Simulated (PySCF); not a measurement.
Ammonia, NH3.
SMILES: `N`

The calculation used CAM-B3LYP/def2-SVPD in PySCF (dipole) on a GFN2-xTB geometry, gas phase.

Masses are those of the commonest isotopes; rigid-rotor values at the optimised geometry. 

(1) What are A, B and C (cm⁻¹)?

(2) Classify the top.

(3) What does the inertial defect say?

(4) Give the other two planar moments, Paa and Pbb, and the rms extents of the mass along the axes.

(5) Where do the R-branch lines fall?

(6) Estimate the classical rotational partition function at 200 K and 500 K.

Answers

(1) Ia = 1.68, Ib = 1.68, Ic = 2.69 u·Å²; 505379 MHz·u·Å²/I gives 300662, 300485 and 187609 MHz, that is A = 10.02902, B = 10.02308, C = 6.25797 cm⁻¹.

(2) An oblate symmetric top, as the point group C3v requires two equal moments; the computed ones differ by 0.06 % because the geometry is symmetric only within the optimiser's tolerance: κ = (2 × 300485 − 300662 − 187609)/(300662 − 187609) = 1.00.

(3) Not planar: Δ = Ic − Ia − Ib = -0.67 u·Å². For a rigid frame Δ = −2 Σ m c², so Σ m c² = 0.33 u·Å² lies off the ab plane: 0.28 from hydrogen and 0.06 from heavier atoms. The atom farthest from that plane is 0.30 Å away.

(4) Paa = Σ m a² = (Ib + Ic − Ia)/2 = 1.35 and Pbb = Σ m b² = (Ia + Ic − Ib)/2 = 1.35 u·Å². With the mass M = 17.03 u, the rms extents √(P/M) along a, b and c are 0.28, 0.28, 0.14 Å.

(5) The dipole of 1.55 D lies along the symmetry axis, so ΔK = 0 and J+1 ← J falls at 2B(J+1) for every K: 601.15 GHz, 1202.29 GHz, 1803.44 GHz, 2404.59 GHz, 3005.73 GHz for J = 0 to 4. Inversion tunnelling, which a rigid rotor lacks, splits the real lines of ammonia.

(6) Point group C3v, symmetry number σ = 3; q = (√π/σ)·√((kT/h)³/(ABC)), k/h = 20836.6 MHz/K: 38.6 at 200 K, 153 at 500 K.

No frequency check. Zero-point vibration and centrifugal distortion are left out.
